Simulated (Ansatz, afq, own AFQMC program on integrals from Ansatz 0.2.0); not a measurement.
# CH₃AlN (doublet): AFQMC on the coupled-cluster ladder at distance Al1–H4 along a hydrogen transfer = 1.842 Å, cc-pVDZ

Aim: compute CH₃AlN (doublet) with auxiliary-field quantum Monte Carlo on the same integrals as coupled cluster, and set the energies side by side.

Computed with Ansatz 0.2.0, Gaussian basis, and an in-house AFQMC program (afq) on its integrals; all values are calculated. Level: cc-pVDZ, frozen cores.

Plan: PBE (unrestricted); CCSD(T) on UHF; r2SCAN (unrestricted); PBE0 (unrestricted); B3LYP (unrestricted); wB97M-V (unrestricted); B2PLYP (unrestricted); CCSDT(Q) on UHF; Phaseless AFQMC, CISD trial on UHF.

**1. What is computed**

The geometry derives from fragments relaxed apart (PBE0/def2-TZVP) and kept rigid, so it is no stationary point. A hydrogen atom is moved between rigid fragments.

6 atoms, charge 0, spin multiplicity 2.

Atoms are counted from 1 here; the program's logs count them from 0.

Bond lengths: Al1–H2 1.586 Å, Al1–H3 1.586 Å, Al1–H4 1.842 Å, H4–C6 1.192 Å, N5–C6 1.160 Å. Angles: H2–Al1–H3 120.0°, H2–Al1–H4 120.0°, H3–Al1–H4 120.0°, Al1–H4–C6 180.0°, H4–C6–N5 180.0°.

Geometry (Å):

```
Al   -1.7037    0.0000    0.0000
H    -2.4966    1.3734    0.0000
H    -2.4966   -1.3734    0.0000
H     0.1383    0.0000    0.0000
N     2.4904    0.0000    0.0000
C     1.3303    0.0000    0.0000
```

**2. PBE (unrestricted)**

File in.yaml:

```yaml
crystal:
  periodic: [false, false, false]
  atoms:
    - {symbol: Al, position_ang: [-1.703663, 0.000000, 0.000000]}
    - {symbol: H, position_ang: [-2.496587, 1.373384, 0.000000]}
    - {symbol: H, position_ang: [-2.496587, -1.373384, 0.000000]}
    - {symbol: H, position_ang: [0.138337, 0.000000, 0.000000]}
    - {symbol: N, position_ang: [2.490421, 0.000000, 0.000000]}
    - {symbol: C, position_ang: [1.330337, 0.000000, 0.000000]}
basis:
  gaussian: {orbitals: cc-pVDZ}
magnetization: {spin_polarized: true, initial_magnetization: 1}
hamiltonian: {xc: {name: PBE}}
output: {orbitals: {seedname: orbitals}}
```

Command:

```
ansatz run in.yaml --threads 1 --pin off --events-out ev --progress --plain --max-ram 5632MiB --backend cpu
```

The log of the run:

```text
Functional definition: PBE
  name "PBE"
  cite "Perdew, Burke & Ernzerhof, Phys. Rev. Lett. 77, 3865 (1996) doi:10.1103/PhysRevLett.77.3865"
  parent pbe
  parameter kappa = 0.804
  parameter beta = 0.06672455060314922
  exchange = pbe_x(kappa = kappa, mu = beta*pi^2/3)
  correlation = pbe_c(beta = beta)
805 factors; their error is unknown
mean field evaluation 1: about -9157.6703 eV, gradient 2.9e1 eV
mean field evaluation 2: about -9089.0033 eV, gradient 9.6e1 eV
mean field evaluation 4: about -9161.5702 eV, gradient 1.1e1 eV
mean field evaluation 8: about -9162.1315 eV, gradient 1.3e-1 eV
mean field evaluation 16: about -9162.0986 eV, gradient 2.8e-5 eV
mean field -9162.09855369 eV, -336.7009115546 hartree, gradient 2.8e-5 eV, S^2 0.752422; 3 other end points of the search recorded, 0 dependent functions left out
reference -9162.09859179 eV, -336.7009129547 hartree; 15, 14 occupied and 46, 47 virtual orbitals, 805 factors
Total energy: -9162.09859179 eV, -336.7009129547 hartree
```

It took 2.2 s on 1 thread of AMD EPYC 7R13 (Zen 3), shared host; peak memory 1.6 GiB.

From the report: ⟨S²⟩ of the determinant 0.752 (pure doublet: 0.75).

**3. CCSD(T) on UHF**

Changes to in.yaml since step 2:

```diff
@@ -12,3 +12,2 @@
 magnetization: {spin_polarized: true, initial_magnetization: 1}
-hamiltonian: {xc: {name: PBE}}
-output: {orbitals: {seedname: orbitals}}
+correlation: {method: ccsd_t, electrons: outside_noble_gas, hamiltonian_folder: ham}
```

Command:

```
ansatz run in.yaml --threads 1 --pin off --events-out ev --progress --plain --max-ram 16896MiB --backend cuda --devices 0, --max-vram 18GiB
```

The log of the run, shortened:

```text
Functional definition: HF
  name "HF"
  cite "Fock, Z. Phys. 61, 126 (1930) doi:10.1007/BF01340294"
  parent pbe
[...]
581 factors; integrals over basis functions are off by at most 1.0e-3 eV
[...]
mean field -9139.34162302 eV, -335.8646097779 hartree, gradient 1.4e-6 eV, S^2 0.876612; 4 other end points of the search recorded, 0 dependent functions left out
determinant -9139.34162302 eV, -335.8646097779 hartree, with singles and doubles -9149.60914565 eV, -336.2419342748 hartree
determinant -9137.39311251 eV, -335.7930033372 hartree, with singles and doubles -9148.00815315 eV, -336.1830988858 hartree
7 core orbitals not correlated: weight in the atoms' cores, before any rotation towards them, 1.000 or more for the frozen orbitals, at most 0.000 for the correlated occupied ones
reference -9139.34162302 eV, -335.8646097779 hartree; 8, 7 occupied and 46, 47 virtual orbitals, 581 factors
second order -9.24654808 eV of doubles, -0.00000000 eV of singles
cycle   1  -10.26672539 eV  change    8.0e-4 eV  update   1.8e-3
[...]
cycle   8  -10.26743297 eV  change    7.7e-7 eV  update   4.1e-6
perturbative correction -0.38552711 eV, -0.0141678599 hartree
Total energy: -9149.99458310 eV, -336.2560988399 hartree
```

Wall time 4.8 s (1 × NVIDIA H100 80GB HBM3 with 1 thread of AMD EPYC 7R13 (Zen 3), shared host); peak host memory 1.6 GiB.

From the report: ⟨S²⟩ of the determinant 0.877 (pure doublet: 0.75); correlation -10.6530 eV; T1 0.034; largest double amplitude 0.09.

This run also writes the integrals to the folder ham.

**4. r2SCAN (unrestricted)**

Changes to in.yaml since step 3:

```diff
@@ -12,2 +12,2 @@
 magnetization: {spin_polarized: true, initial_magnetization: 1}
-correlation: {method: ccsd_t, electrons: outside_noble_gas, hamiltonian_folder: ham}
+hamiltonian: {xc: {name: r2SCAN}}
```

Command:

```
ansatz run in.yaml --threads 1 --pin off --events-out ev --progress --plain --max-ram 5632MiB --backend cpu
```

The log of the run:

```text
Functional definition: r2SCAN
  name "r2SCAN"
  cite "Furness, Kaplan, Ning, Perdew & Sun, J. Phys. Chem. Lett. 11, 8208 (2020) doi:10.1021/acs.jpclett.0c02405"
  cite "Furness, Kaplan, Ning, Perdew & Sun, J. Phys. Chem. Lett. 11, 9248 (2020) doi:10.1021/acs.jpclett.0c03077"
  parent r2scan
  parameter k0 = 0.174
  parameter k1 = 0.065
  parameter a1 = 4.9479
  exchange = r2scan_x(k0 = k0, k1 = k1, a1 = a1)
  correlation = r2scan_c
805 factors; their error is unknown
mean field evaluation 1: about -9163.1565 eV, gradient 2.7e1 eV
mean field evaluation 2: about -9116.1229 eV, gradient 8.7e1 eV
mean field evaluation 4: about -9166.4159 eV, gradient 9.4e0 eV
mean field evaluation 8: about -9166.8154 eV, gradient 1.1e-1 eV
mean field evaluation 16: about -9166.7822 eV, gradient 6.7e-4 eV
mean field -9166.78219898 eV, -336.8730323443 hartree, gradient 7.7e-5 eV, S^2 0.756213; 0 other end points of the search recorded, 0 dependent functions left out
reference -9166.78221310 eV, -336.8730328631 hartree; 15, 14 occupied and 46, 47 virtual orbitals, 805 factors
Total energy: -9166.78221310 eV, -336.8730328631 hartree
```

Wall time 2.8 s (1 thread of AMD EPYC 7R13 (Zen 3), shared host); peak memory 1.6 GiB.

From the report: ⟨S²⟩ of the determinant 0.756 (pure doublet: 0.75).

**5. PBE0 (unrestricted)**

Changes to in.yaml since step 4:

```diff
@@ -12,2 +12,3 @@
 magnetization: {spin_polarized: true, initial_magnetization: 1}
-hamiltonian: {xc: {name: r2SCAN}}
+hamiltonian: {xc: {name: PBE0}}
+output: {orbitals: {seedname: orbitals}}
```

The command is unchanged.

The log of the run:

```text
Functional definition: PBE0
  name "PBE0"
  cite "Adamo & Barone, J. Chem. Phys. 110, 6158 (1999) doi:10.1063/1.478522"
  cite "Perdew, Burke & Ernzerhof, Phys. Rev. Lett. 77, 3865 (1996) doi:10.1103/PhysRevLett.77.3865"
  parent pbe
  parameter a = 0.25
  parameter kappa = 0.804
  parameter beta = 0.06672455060314922
  exchange = (1 - a)*pbe_x(kappa = kappa, mu = beta*pi^2/3) + a*exact_x
  correlation = pbe_c(beta = beta)
581 factors; integrals over basis functions are off by at most 1.0e-3 eV
mean field evaluation 1: about -9159.6147 eV, gradient 2.5e1 eV
mean field evaluation 2: about -9152.1127 eV, gradient 4.6e1 eV
mean field evaluation 4: about -9162.6306 eV, gradient 1.9e0 eV
mean field evaluation 8: about -9162.7743 eV, gradient 1.5e-1 eV
mean field evaluation 16: about -9162.7748 eV, gradient 4.2e-4 eV
mean field -9162.77484878 eV, -336.7257649408 hartree, gradient 1.0e-5 eV, S^2 0.754786; 0 other end points of the search recorded, 0 dependent functions left out
reference -9162.77487731 eV, -336.7257659893 hartree; 15, 14 occupied and 46, 47 virtual orbitals, 581 factors
Total energy: -9162.77487731 eV, -336.7257659893 hartree
```

It took 1.6 s on 1 thread of AMD EPYC 7R13 (Zen 3), shared host; peak memory 1.6 GiB.

From the report: ⟨S²⟩ of the determinant 0.755 (pure doublet: 0.75).

**6. B3LYP (unrestricted)**

Changes to in.yaml since step 5:

```diff
@@ -12,3 +12,2 @@
 magnetization: {spin_polarized: true, initial_magnetization: 1}
-hamiltonian: {xc: {name: PBE0}}
-output: {orbitals: {seedname: orbitals}}
+hamiltonian: {xc: {name: B3LYP}}
```

Same command.

The log of the run, shortened:

```text
Functional definition: B3LYP
  name "B3LYP"
  cite "Stephens, Devlin, Chabalowski & Frisch, J. Phys. Chem. 98, 11623 (1994) doi:10.1021/j100096a001"
  cite "Becke, Phys. Rev. A 38, 3098 (1988) doi:10.1103/PhysRevA.38.3098"
  cite "Lee, Yang & Parr, Phys. Rev. B 37, 785 (1988) doi:10.1103/PhysRevB.37.785"
  cite "Vosko, Wilk & Nusair, Can. J. Phys. 58, 1200 (1980) doi:10.1139/p80-159"
[...]
581 factors; integrals over basis functions are off by at most 1.0e-3 eV
[...]
mean field -9169.76676362 eV, -336.9827130719 hartree, gradient 1.9e-5 eV, S^2 0.753874; 0 other end points of the search recorded, 0 dependent functions left out
reference -9169.76699772 eV, -336.9827216751 hartree; 15, 14 occupied and 46, 47 virtual orbitals, 581 factors
Total energy: -9169.76699772 eV, -336.9827216751 hartree
```

Wall time 1.6 s (1 thread of AMD EPYC 7R13 (Zen 3), shared host); peak memory 1.6 GiB.

From the report: ⟨S²⟩ of the determinant 0.754 (pure doublet: 0.75).

**7. wB97M-V (unrestricted)**

Changes to in.yaml since step 6:

```diff
@@ -12,2 +12,3 @@
 magnetization: {spin_polarized: true, initial_magnetization: 1}
-hamiltonian: {xc: {name: B3LYP}}
+hamiltonian: {xc: {name: wB97M-V}}
+output: {orbitals: {seedname: orbitals}}
```

Same command.

The log of the run, shortened:

```text
Functional definition: wB97M-V
  name "wB97M-V"
  cite "Mardirossian & Head-Gordon, J. Chem. Phys. 144, 214110 (2016) doi:10.1063/1.4952647"
  cite "Becke, J. Chem. Phys. 107, 8554 (1997) doi:10.1063/1.475007"
  cite "Vydrov & Van Voorhis, J. Chem. Phys. 133, 244103 (2010) doi:10.1063/1.3521275"
  # Of w^i u^j: cxij and so on, Table III.
[...]
  gx(w, u) = 1 - cx + cx01*u + cx10*w
  gss(w, u) = css00 + css04*u^4 + css10*w + css20*w^2 + css43*w^4*u^3
  gos(w, u) = cos00 + cos10*w + (cos20 + cos21*u)*w^2 + (cos60 + cos61*u)*w^6
[...]
      + integral(e_c_pw_mod_opposite_spin*gos(b97_w_opposite, b97_u_opposite)) + vv10(b, c)
581 factors; integrals over basis functions are off by at most 1.0e-3 eV
195 factors; integrals over basis functions are off by at most 1.2e-5 eV
[...]
mean field -9167.42828310 eV, -336.8967754979 hartree, gradient 3.7e-5 eV, S^2 0.753132; 0 other end points of the search recorded, 0 dependent functions left out
reference -9167.42832808 eV, -336.8967771508 hartree; 15, 14 occupied and 46, 47 virtual orbitals, 581 factors
Total energy: -9167.42832808 eV, -336.8967771508 hartree
```

Run time: 5.5 s. Hardware: 1 thread of AMD EPYC 7R13 (Zen 3), shared host; peak memory 1.6 GiB.

From the report: ⟨S²⟩ of the determinant 0.753 (pure doublet: 0.75).

**8. B2PLYP (unrestricted)**

Changes to in.yaml since step 7:

```diff
@@ -12,3 +12,3 @@
 magnetization: {spin_polarized: true, initial_magnetization: 1}
-hamiltonian: {xc: {name: wB97M-V}}
-output: {orbitals: {seedname: orbitals}}
+hamiltonian: {xc: {name: B2PLYP}}
+correlation: {electrons: outside_noble_gas}
```

Launched as before.

The log of the run, shortened:

```text
Functional definition: B2PLYP
  name "B2PLYP"
  cite "Grimme, J. Chem. Phys. 124, 034108 (2006) doi:10.1063/1.2148954"
  cite "Becke, Phys. Rev. A 38, 3098 (1988) doi:10.1103/PhysRevA.38.3098"
  cite "Lee, Yang & Parr, Phys. Rev. B 37, 785 (1988) doi:10.1103/PhysRevB.37.785"
[...]
581 factors; integrals over basis functions are off by at most 1.0e-3 eV
[...]
mean field -9159.97055530 eV, -336.6227090562 hartree, gradient 4.1e-6 eV, S^2 0.761534; 0 other end points of the search recorded, 0 dependent functions left out
7 core orbitals not correlated: weight in the atoms' cores, before any rotation towards them, 1.000 or more for the frozen orbitals, at most 0.000 for the correlated occupied ones
reference -9159.97070372 eV, -336.6227145105 hartree; 8, 7 occupied and 46, 47 virtual orbitals, 581 factors
second order -12.13537451 eV of doubles, -0.00000000 eV of singles
Total energy: -9163.24725484 eV, -336.7431255431 hartree
```

It took 1.8 s on 1 thread of AMD EPYC 7R13 (Zen 3), shared host; peak memory 1.6 GiB.

From the report: ⟨S²⟩ of the determinant 0.762 (pure doublet: 0.75).

**9. CCSDT(Q) on UHF**

Changes to in.yaml since step 8:

```diff
@@ -12,3 +12,2 @@
 magnetization: {spin_polarized: true, initial_magnetization: 1}
-hamiltonian: {xc: {name: B2PLYP}}
-correlation: {electrons: outside_noble_gas}
+correlation: {method: ccsdt_q, electrons: outside_noble_gas}
```

Command:

```
ansatz run in.yaml --threads 1 --pin off --events-out ev --progress --plain --max-ram 16896MiB --backend cuda --devices 0, --max-vram 18GiB
```

The log of the run, shortened:

```text
Functional definition: HF
  name "HF"
  cite "Fock, Z. Phys. 61, 126 (1930) doi:10.1007/BF01340294"
  parent pbe
[...]
1111 factors; integrals over basis functions are off by at most 2.6e-7 eV
[...]
mean field -9139.34169328 eV, -335.8646123599 hartree, gradient 1.4e-6 eV, S^2 0.876611; 4 other end points of the search recorded, 0 dependent functions left out
determinant -9139.34169328 eV, -335.8646123599 hartree, with singles and doubles -9149.60920899 eV, -336.2419366026 hartree
determinant -9137.39318649 eV, -335.7930060561 hartree, with singles and doubles -9148.00821544 eV, -336.1831011749 hartree
7 core orbitals not correlated: weight in the atoms' cores, before any rotation towards them, 1.000 or more for the frozen orbitals, at most 0.000 for the correlated occupied ones
reference -9139.34169328 eV, -335.8646123599 hartree; 8, 7 occupied and 46, 47 virtual orbitals, 1111 factors
second order -9.24658797 eV of doubles, -0.00000000 eV of singles
cycle   1  -9.58303154 eV  change   -3.4e-1 eV  update   1.2e-1
[...]
cycle  19  -10.68270534 eV  change   -1.2e-6 eV  update   7.7e-7
perturbative correction -0.04394374 eV, -0.0016149025 hartree
Total energy: -9150.06834236 eV, -336.2588094426 hartree
```

Wall time 11 s (1 × NVIDIA H100 80GB HBM3 with 1 thread of AMD EPYC 7R13 (Zen 3), shared host); peak host memory 1.6 GiB.

From the report: ⟨S²⟩ of the determinant 0.877 (pure doublet: 0.75); correlation -10.7266 eV; T1 0.036; largest double amplitude 0.10.

**10. Phaseless AFQMC, CISD trial on UHF**

It reads the integrals that the CCSD(T) run on this determinant wrote.

Command:

```
afq ham --method phaseless --trial cisd --walkers 4000 --populations 20 --least-time 60 --time-step 0.005 --steps-per-block 50 --equilibration-blocks 28 --max-blocks 4000 --target-error 0.00023 --factor-cut 1e-05 --start spin_pure --seed 760 --release-times 0.24,0.51,0.99,1.5 --release-step 0.03 --release-every 4 --taylor-order 6
```

The log of the run:

```text
orbitals 54  electrons 8 7  factors 417 of 581
reference energy -335.86460978 Eh
CCSD correlation -0.37732117 Eh in 12 cycles, weight of the determinant in the CISD state 0.8155
energy of the start -336.229137 Eh
 block  time / (1/Eh)  mean weight  energy / Eh
     1     0.250  1.0001  -336.228557
     2     0.500  1.0000  -336.236003
     3     0.750  1.0002  -336.241532
     4     1.000  0.9998  -336.245995
     5     1.250  1.0004  -336.248045
     6     1.500  0.9999  -336.251085
     7     1.750  0.9999  -336.254811
     8     2.000  1.0001  -336.254926
     9     2.250  0.9997  -336.254579
    10     2.500  1.0002  -336.256626
    13     3.250  1.0001  -336.257690
    16     4.000  1.0002  -336.258180
    19     4.750  0.9998  -336.257710
    22     5.500  1.0000  -336.256153
    25     6.250  0.9997  -336.258223
    28     7.000  1.0000  -336.257248
    31     7.750  0.9995  -336.257121
    34     8.500  0.9998  -336.254956
    37     9.250  1.0001  -336.257637
    40    10.000  1.0005  -336.258873
    43    10.750  1.0002  -336.257556
    46    11.500  1.0000  -336.258295
    49    12.250  0.9999  -336.259723
    52    13.000  0.9998  -336.258028
    55    13.750  1.0003  -336.259317
    58    14.500  1.0000  -336.256409
    61    15.250  1.0001  -336.257745
    64    16.000  0.9999  -336.259090
    67    16.750  1.0000  -336.257986
    70    17.500  1.0001  -336.261895
    73    18.250  1.0000  -336.259515
    76    19.000  0.9997  -336.256628
    79    19.750  1.0000  -336.255871
    82    20.500  1.0006  -336.259283
    85    21.250  1.0002  -336.258482
    88    22.000  0.9997  -336.256724
    91    22.750  1.0001  -336.257373
    94    23.500  0.9998  -336.256864
    97    24.250  1.0000  -336.259508
   100    25.000  0.9997  -336.259370
   103    25.750  0.9999  -336.258125
   106    26.500  0.9998  -336.259633
   109    27.250  1.0000  -336.259871
   112    28.000  1.0002  -336.257042
   115    28.750  1.0001  -336.257512
   118    29.500  0.9999  -336.258941
   121    30.250  0.9997  -336.256123
   124    31.000  1.0004  -336.256284
   127    31.750  0.9998  -336.258764
   130    32.500  0.9994  -336.257597
   133    33.250  1.0001  -336.259575
   136    34.000  1.0000  -336.261665
   139    34.750  1.0004  -336.261158
   142    35.500  0.9999  -336.259318
   145    36.250  1.0003  -336.260557
   148    37.000  1.0003  -336.258042
error from the spread of 20 populations
released: time / (1/Eh)  energy / Eh  error  mean overlap
  0.24  -336.258483  0.000158  0.9993
  0.51  -336.258672  0.000149  0.9976
  0.99  -336.258758  0.000153  0.9983
  1.50  -336.258596  0.000189  0.9958
energy -336.258305 +/- 0.000230 Eh
```

It took 2.6 min on 1 × NVIDIA H100 80GB HBM3 with 2 threads of AMD EPYC 7R13 (Zen 3), shared host; peak host memory 1.6 GiB.

Energy -9150.0546 ± 0.0063 eV. Caveats: constraint bias not in the error.

**11. AFQMC on the ladder**

On the UHF determinant, counted from CCSDT(Q) (a yardstick, not exact):

```csv
level,energy (eV),from CCSDT(Q) (kcal/mol),statistical error (kcal/mol),time
HF,-9139.3416,+247.36,,
MP2,-9148.5882,+34.13,,
CCSD,-9149.6091,+10.59,,
CCSD(T),-9149.9946,+1.70,,
CCSDT(Q),-9150.0683,0.00,,
"Phaseless AFQMC, CISD trial, step 0.005, 4000 walkers",-9150.0546,+0.32,0.14,2.6 min
```

The functionals' totals stand on their own zeros and serve differences with other points: PBE -9162.099 eV; r2SCAN -9166.782 eV; PBE0 -9162.775 eV; B3LYP -9169.767 eV; wB97M-V -9167.428 eV; B2PLYP -9163.247 eV.

**12. Outcome**

| quantity | value |
| --- | --- |
| CCSD(T) on UHF from CCSDT(Q) | +1.70 kcal/mol |
| Phaseless AFQMC, CISD trial on UHF from CCSDT(Q) | +0.32 ± 0.14 kcal/mol |

What this shows: On UHF the phaseless walk with the CISD trial lies +0.32 kcal/mol from CCSDT(Q), within three error bars. Error bars are statistical and leave out the constraint, the time step and what remains of the start.
